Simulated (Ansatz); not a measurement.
Geometry optimisation of `NBF`.

```yaml
crystal:
  periodic: [false, false, false]
  atoms:
    - {symbol: N, position_ang: [-0.430440, 0.102664, -0.584861]}
    - {symbol: B, position_ang: [0.417737, -0.150185, 0.501447]}
    - {symbol: F, position_ang: [0.453420, 0.720991, 1.529406]}
    - {symbol: H, position_ang: [-0.486765, -0.518809, -1.389444]}
    - {symbol: H, position_ang: [-1.038532, 0.921011, -0.638192]}
    - {symbol: H, position_ang: [1.126581, -1.139671, 0.535445]}
basis:
  gaussian: {orbitals: def2-TZVP}
hamiltonian: {xc: pbe0, dispersion: d4}
relax: {f_tol: 0.005, max_steps: 150}
```

```sh
$ ansatz run in.yaml --threads 2 --pin off --events-out ev --progress --plain
```

Shortened log:

```
Functional definition: PBE0
mean field -4931.53941729 eV, -181.2307308678 hartree, gradient 2.6e-5 eV, S^2 0.000000; 0 other end points of the search recorded, 0 dependent functions left out
relax step   1: F+E_penalty+E_count = -4931.58414943 eV  Δ(F+E_penalty+E_count) = +0.000e0 eV  max|allowed force component| = 5.273e-1 eV/Å  Δτ_max = 0.0000 Å  (25 SCF iters, accepted)
mean field -4931.55906322 eV, -181.2314528424 hartree, gradient 1.2e-5 eV, S^2 0.000000; 0 other end points of the search recorded, 0 dependent functions left out
relax step   2: F+E_penalty+E_count = -4931.60377804 eV  Δ(F+E_penalty+E_count) = -1.963e-2 eV  max|allowed force component| = 1.444e-1 eV/Å  Δτ_max = 0.0163 Å  (31 SCF iters, accepted)
mean field -4931.55955320 eV, -181.2314708491 hartree, gradient 1.2e-5 eV, S^2 0.000000; 0 other end points of the search recorded, 0 dependent functions left out
relax step   3: F+E_penalty+E_count = -4931.60426892 eV  Δ(F+E_penalty+E_count) = -4.909e-4 eV  max|allowed force component| = 1.165e-1 eV/Å  Δτ_max = 0.0136 Å  (30 SCF iters, accepted)
mean field -4931.56063337 eV, -181.2315105446 hartree, gradient 1.2e-5 eV, S^2 0.000000; 0 other end points of the search recorded, 0 dependent functions left out
relax step   4: F+E_penalty+E_count = -4931.60535024 eV  Δ(F+E_penalty+E_count) = -1.081e-3 eV  max|allowed force component| = 2.520e-2 eV/Å  Δτ_max = 0.0104 Å  (30 SCF iters, accepted)
mean field -4931.56064940 eV, -181.2315111335 hartree, gradient 9.1e-6 eV, S^2 0.000000; 0 other end points of the search recorded, 0 dependent functions left out
relax step   5: F+E_penalty+E_count = -4931.60536543 eV  Δ(F+E_penalty+E_count) = -1.518e-5 eV  max|allowed force component| = 1.801e-2 eV/Å  Δτ_max = 0.0020 Å  (21 SCF iters, accepted)
mean field -4931.56065647 eV, -181.2315113933 hartree, gradient 1.1e-5 eV, S^2 0.000000; 0 other end points of the search recorded, 0 dependent functions left out
relax step   6: F+E_penalty+E_count = -4931.60537296 eV  Δ(F+E_penalty+E_count) = -7.534e-6 eV  max|allowed force component| = 8.820e-4 eV/Å  Δτ_max = 0.0007 Å  (21 SCF iters, accepted)
mean field -4931.56065647 eV, -181.2315113933 hartree, gradient 1.1e-5 eV, S^2 0.000000; 1 other end points of the search recorded, 0 dependent functions left out
Total energy: -4931.60539840 eV, -181.2331556290 hartree
Atom 0 at    -0.426397     0.101058    -0.582094 Å, force     0.000139    -0.000016     0.000281 eV/Å
Atom 1 at     0.415738    -0.151693     0.493775 Å, force     0.000427    -0.000882    -0.000260 eV/Å
Atom 2 at     0.446710     0.710446     1.515916 Å, force    -0.000035     0.000640     0.000078 eV/Å
Atom 3 at    -0.487796    -0.513325    -1.373424 Å, force     0.000178     0.000027    -0.000454 eV/Å
Atom 4 at    -1.022001     0.910675    -0.632165 Å, force    -0.000302     0.000073     0.000288 eV/Å
Atom 5 at     1.115748    -1.121159     0.531792 Å, force    -0.000407     0.000158     0.000066 eV/Å
Dipole moment:    -0.234220    -0.057733    -0.443555 e Å
```

Run time 3 s (2 threads of a server CPU on a shared host); peak host memory 0.18 GiB.
